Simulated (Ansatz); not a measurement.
# C3H4O, SMILES C#CCO: a ladder of methods at one geometry

With the Python package of Ansatz (0.2.0).

Notebook, run cell by cell (the value of a cell's last expression is shown):

**Cell 1**
```python
import ansatz as az

geometry_ang = [
    ("C", (-0.5979, 1.3262, -1.0714)),
    ("C", (-0.1191, 0.6038, -0.3248)),
    ("C", (0.4963, -0.3265, 0.5866)),
    ("O", (-0.2405, -1.4388, 0.8181)),
    ("H", (-1.1191, 2.0443, -1.77)),
    ("H", (1.4808, -0.6713, 0.1968)),
    ("H", (0.7512, 0.1489, 1.5702)),
    ("H", (-0.5596, -1.7436, -0.0612)),
]
mol = az.Crystal.molecule()
for symbol, xyz in geometry_ang:
    mol = mol.atom(symbol, xyz)
```

**Cell 2**
```python
model = mol.calculation().basis(gaussian="def2-SVP")

methods = ["mp2", "ccsd", "ccsd_t"]
batch = az.Session.batch([model.correlation(m).input() for m in methods])
reports = sorted(batch.plan().execute().molecular_reports, key=lambda each: each["member"])
print(f"Hartree-Fock reference {reports[0]['reference_energy_ev'] / 27.211386246:.6f} Ha")
best = reports[-1]["free_energy_ev"] - reports[-1]["reference_energy_ev"]
for method, each in zip(methods, reports):
    gained = each["free_energy_ev"] - each["reference_energy_ev"]
    print(f"{method:8s} total {each['free_energy_ev'] / 27.211386246:.6f} Ha  correlation {gained:9.4f} eV  ({100 * gained / best:.1f} % of the last)")
```
Output:
```text
Hartree-Fock reference -190.552981 Ha
mp2      total -191.120337 Ha  correlation  -15.4386 eV  (91.8 % of the last)
ccsd     total -191.151994 Ha  correlation  -16.3000 eV  (96.9 % of the last)
ccsd_t   total -191.170862 Ha  correlation  -16.8134 eV  (100.0 % of the last)
```

Notes:
- Total energies depend on the basis set; only differences at equal settings carry meaning.
- The geometry is a force-field or estimated start, not a minimum of this method, and the basis set is short of its limit. A lower total doesn't mark the better method: functionals have no common bound, and MP2 and coupled cluster aren't variational.
- Inner cores stay frozen, so this is valence correlation.

(Lines on the test bed's own set-up are left out of the output.)
